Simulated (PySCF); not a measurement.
How the method changes the constants of CF⁺

State: ¹Σ⁺ (singlet), closed shell. Set-up: C def2-TZVPPD, F def2-TZVPPD; no relativity (PySCF 2.14). De refers to C⁺ + F in their high-spin ground configurations, without counterpoise correction. A positive dipole points towards F; it is taken about the centre of mass and depends on that origin.

| Level | Re (Å) | ωe (cm⁻¹) | De (eV) | μ (D) | CPU s a point (SCF and correlation, without the integrals) |
| --- | --- | --- | --- | --- | --- |
| RHF | 1.132 | 1973 | 5.45 | -1.23 | 0.22 |
| RHF-MP2 | 1.157 | 1812 | 8.09 | n/a | 0.35 |
| RHF-SCS-MP2 | 1.156 | 1818 | 7.81 | n/a | n/a |
| RHF-CCSD | 1.155 | 1824 | 7.45 | n/a | n/a |
| RHF-CCSD(T) | 1.162 | 1774 | 7.70 | n/a | 4.9 |
| PBE | 1.170 | 1702 | 8.50 | -0.96 | 0.82 |
| PBEsol | 1.166 | 1723 | 8.95 | -0.93 | 0.53 |
| TPSS | 1.168 | 1713 | 8.02 | -0.98 | 1.4 |
| r²SCAN | 1.159 | 1768 | 8.08 | -0.96 | 1.3 |
| TPSSh | 1.161 | 1759 | 7.84 | -1.00 | 1.6 |
| PBE0 | 1.153 | 1815 | 7.98 | -1.01 | 2.1 |
| B97-3 | 1.152 | 1824 | 7.97 | -1.01 | 0.8 |
| M06-2X | 1.150 | 1847 | 7.92 | -1.11 | 1.6 |
| ωB97M-V | 1.156 | 1806 | 8.07 | -1.06 | 4.5 |

The bond length runs from 1.132 Å (RHF) to 1.170 Å (PBE). De spans 5.45 eV (RHF, mean field) to 8.95 eV (PBEsol, GGA). Correlation at CCSD(T) changes the Hartree–Fock bond energy by +2.25 eV; the triples alone change it by +0.25 eV.

Correlated steps freeze 2 core orbitals. For an ion De counts to the pair picked by the measured ionisation energies or electron affinities, which need not be the lowest pair at this level. Where the molecule has an RHF reference, its open-shell atoms are computed with UHF. The CCSD T1 diagnostic is raised, a sign that a single reference may not be enough here.

The whole job (state search and all levels along the bond) took about 4.3 min on 1 thread of Arm Neoverse V2 (shared host), peak memory 1.6 GiB.
